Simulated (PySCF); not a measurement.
Isomers of C2H2O. Isolated molecules, 0 K electronic values unless said otherwise. Strings in code marks are SMILES.

The HOMO from two functionals at the same geometries (PBE0-D3(BJ)/def2-TZVP), both in PySCF: PBE-D3(BJ)/def2-TZVP and ωB97X-D3(BJ)/def2-TZVP. 

| species | PBE-D3(BJ)/def2-TZVP (eV) | ωB97X-D3(BJ)/def2-TZVP (eV) |
|---|---|---|
| `C#CO` | -5.97 | -9.75 |
| `C1=CO1` | -4.28 | -8.34 |
| `C(=O)=C` | -5.86 | -9.52 |

Over these rows, drawn at random from the members with no instability flagged (it was tested for open shells, ions and some series alone), PBE minus ωB97X-D3(BJ): mean +3.84 eV, from +3.66 eV to +4.06 eV.
